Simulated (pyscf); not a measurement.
Optimised with ωB97X-D3(BJ)/def2-SVP in PySCF.

Question: Estimate by transition-state theory the rate constant of HO–AsH₂ (SMILES O[AsH2]) + AsH₃ (SMILES [AsH3]) → H₂As–AsH₂ (SMILES [AsH2][AsH2]) + H₂O (SMILES O) (singlet surface; As–O, As–H broken, As–As, H–O formed) at 1200 K, with ωB97M-D3(BJ)/def2-TZVP energies (ideal gas, 1 atm, RRHO with modes under 100 cm⁻¹ raised to 100, one conformer, R ln 2 for rigid chiral ones; no tunnelling).

Answer: The electronic barrier is 37.0 kcal/mol and the thermal terms add +39.1, so ΔG‡ = 76.2 kcal/mol. With k_BT/h = 2.50e+13 s⁻¹ and RT = 2.385 kcal/mol, and a volume of 1.64e-19 cm³ per molecule at 1 atm, k = 5.5e-20 cm³ molecule⁻¹ s⁻¹. Wigner's tunnelling factor for 410i cm⁻¹ would be 1.01. A shift of 1 kcal/mol in the barrier changes k by a factor 1.5. This is the saddle that the search found; another between the same sides may lie lower. Elements up to Kr have no core potential and no relativistic terms here.
